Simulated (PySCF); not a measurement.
# Oxygen: a sound run and one with changed settings

Sound run: O [He] 2s2 2p4, O⁺ [He] 2s2 2p3. All numbers are calculated (PySCF 2.14, scalar relativity by spin-free X2C-1e, in jorge-DZP-DKH (4s2p1d, 15 functions)). In the sound run the correlated levels freeze 1s2. The sound run starts from symmetry-adapted Hartree-Fock orbitals and uses a fine grid where one is needed.

Changed run: a valence shell is frozen. This setting is unsound on purpose.

```csv
species,method,sound run (hartree),changed run (hartree),converged
O,MP2,-74.95532,-74.90272,yes
O,CCSD(T),-74.97119,-74.90992,yes
O⁺,MP2,-74.48350,-74.43108,yes
O⁺,CCSD(T),-74.49823,-74.43383,yes
```

Ionisation energy of O:

```json
{"method": "UHF", "sound run (eV)": "11.988", "changed run (eV)": "11.988"}
{"method": "MP2", "sound run (eV)": "12.839", "changed run (eV)": "12.834"}
{"method": "SCS-MP2", "sound run (eV)": "12.835", "changed run (eV)": "12.940"}
{"method": "CCSD", "sound run (eV)": "12.853", "changed run (eV)": "12.944"}
{"method": "CCSD(T)", "sound run (eV)": "12.870", "changed run (eV)": "12.955"}
```

Freezing a valence shell removes pair correlation that changes on ionisation.

For comparison, NIST gives 13.618 eV between the lowest levels.
